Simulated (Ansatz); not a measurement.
Forces away from equilibrium

CH₆BO (SMILES B[OH+]C) (charge +1), closed shell, displaced at random from a GFN2-xTB minimum.

B1  (-0.372, 0.701, -1.039)
O2  (-0.154, 0.604, 0.395)
C3  (0.524, -0.621, 0.632)
H4  (-1.290, 0.138, -1.686)
H5  (0.212, 1.752, -1.488)
H6  (-0.837, 0.457, 0.897)
H7  (1.394, -0.827, 0.022)
H8  (-0.209, -1.556, 0.387)
H9  (0.710, -0.612, 1.648)
(Å)

Ansatz 0.2.0; basis: def2-TZVPP; cores frozen in the correlated methods. B3LYP uses VWN-RPA correlation.

CCSD(T) forces from the calculation:
```tsv
atom	Fx	Fy	Fz (eV/Å)
B1	-1.110	3.223	-2.896
O2	5.465	1.660	-4.480
C3	-0.808	-5.351	-1.307
H4	1.307	0.029	1.305
H5	-0.404	-2.092	0.501
H6	-7.099	-0.433	4.456
H7	0.338	0.876	-0.148
H8	1.423	2.295	0.585
H9	0.887	-0.208	1.983
```

Q: Which atom feels the largest CCSD(T) force, and how large is it?

A: H6, 8.39 eV/Å, along (-0.85, -0.05, 0.53).

Root-mean-square difference of the force components from those of CCSD(T): PBE0-D4 0.127; wB97M-V 0.050; r2SCAN-D4 0.064; PBE-D4 0.195; revPBE-D4 0.186; B3LYP-D4 0.059 eV/Å.

The T1 diagnostic stays at or below 0.009.

For scale, one of the runs: CCSD(T)/def2-TZVPP forces, 177 basis functions (an equivalent command: `ansatz run in.yaml --threads 4`). The run took 2.2 min on 4 CPU threads (shared host), with 3.3 GiB of host memory at its peak.
